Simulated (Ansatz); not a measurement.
`CN1CN=C1O` → 3 C• + 6 H• + 2 N• + O•  (atomization)

Gas-phase electronic energies from Ansatz, PBE0-D4/def2-TZVP geometries. CCSD(T)/CBS adds triple-zeta CCSD(T) − MP2 to the extrapolated MP2 energy (def2 sets, frozen cores). This one scheme is used for every species, atoms too. DFT in def2-TZVPP. No spin–orbit coupling; open shells (•) take unrestricted orbitals. Spin–orbit coupling would lower the free atoms: a little for C, O. One conformer a species, not always the lowest.

`CN1CN=C1O`:

Cartesian coordinates in Å:
```
C 1.308 0.742 -0.279
N 0.266 0.077 0.463
C -1.105 0.619 0.638
N -1.664 -0.683 0.207
C -0.438 -1.011 -0.007
O 0.113 -2.105 -0.508
H 1.686 1.584 0.304
H 0.972 1.113 -1.258
H 2.132 0.045 -0.437
H -1.336 0.893 1.669
H -1.334 1.435 -0.052
H -0.602 -2.710 -0.738
```

| level | ΔE (eV) |
| --- | --- |
| BHLYP-D4 | 48.05 |
| r2SCAN0 | 49.03 |

Q: What does CCSD(T)/CBS give? (Estimate.)

A: Ansatz gave: +50.04 eV. The listed levels differ from it by -1.99, -1.01 eV.

Largest T1 diagnostic among the species: 0.013.

From PBE to PBE0 (25 % exact exchange), in def2-TZVPP and without D4, ΔE moves by −1.53 eV: exact exchange takes away binding that semilocal exchange gives to molecules. At CCSD(T), def2-SVP lies −2.72 eV from the extrapolated value and def2-TZVPP −1.52 eV: correlation converges slowly with the basis, and small sets miss more of it in the bonded molecule than in its fragments.

For atomizations the MP2-based limit and the directly extrapolated one differ by several kJ/mol either way, and by 10 to 25 for some Ge, Se and Sn compounds, so smaller differences from it don't rank the levels.
